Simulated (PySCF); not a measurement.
Removing an electron from `N#CCC1=CC1`

Species: C5H5N.
Cartesian coordinates in Å at the PBE0-D3(BJ)/def2-SVP level; atoms count from 1:
```xyz
11
C5H5N angstrom
N      2.9430    1.4989   -0.3650
C      2.1691    0.6532   -0.2128
C      1.1848   -0.4076   -0.0200
C     -0.2066    0.0877    0.0234
C     -1.0740    1.0492   -0.0242
C     -1.6339   -0.3326    0.1752
H      1.4189   -0.9490    0.9134
H      1.2933   -1.1505   -0.8296
H     -1.3048    2.1053   -0.1300
H     -2.1463   -0.8415   -0.6576
H     -2.0147   -0.6326    1.1653
```

Level: PBE0/def2-SVPD (PySCF). Frontier orbitals with their largest atomic shares (Löwdin; up to four atoms above 4 %):

```
orbital  ε (eV)                          main atoms
 HOMO−3   -9.89    N1 40 %, C2 31 %, C3 8 %, C4 7 %
 HOMO−2   -9.67            N1 48 %, C2 37 %, C3 8 %
 HOMO−1   -8.90   C6 36 %, C4 18 %, C5 17 %, N1 8 %
   HOMO   -7.52                                   ?
   LUMO   -0.25    C5 37 %, C4 32 %, C3 8 %, H9 8 %
 LUMO+1    0.33  C3 23 %, C2 18 %, H7 13 %, H8 13 %
 LUMO+2    0.69   N1 36 %, C2 31 %, C3 15 %, H8 7 %
```

**Question.** What vertical ionisation energy does ΔSCF give, and how far is −ε(HOMO) from it?

**Answer.** ΔSCF: 9.71 eV (937 kJ/mol; threshold wavelength 128 nm); ⟨S²⟩ of the doublet left behind is 0.753, against 0.75 for a pure doublet. −ε(HOMO) is 7.52 eV, 2.19 eV below it. In exact Kohn–Sham theory the two would be equal; PBE0 (global hybrid, 25 % exact exchange) falls short of its own ΔSCF value by 23 %. Holes in the HOMO−1 and HOMO−2 were tried too where these lie within 1.2 eV of the HOMO; the lowest converged state counts.

**Question.** On which atoms does the HOMO lie?

**Answer.** C5 (alkene CH carbon) 30 %, C4 (fully substituted alkene carbon) 28 %, C6 (allylic carbon) 18 %, H10 (methylene hydrogen) 7 %, so no atom holds as much as 40 %. The HOMO−1 lies 1.38 eV lower.

**Question.** What kinetic energy would electrons from this vertical process carry with 118.2 nm light (10.49 eV)?

**Answer.** 10.49 − 9.71 = 0.78 eV.

**Question.** Shift the occupied levels rigidly so that −ε(HOMO) equals the ΔSCF value. What binding energies result?

**Answer.** The shift is +2.19 eV: HOMO 9.71, HOMO−1 11.09, HOMO−2 11.86, HOMO−3 12.08 eV. A rigid shift is only a rough guide to the deeper ionisations.

One conformer (not necessarily the lowest) at the PBE0-D3(BJ)/def2-SVP geometry, without solvent, vibrations or thermal averaging.
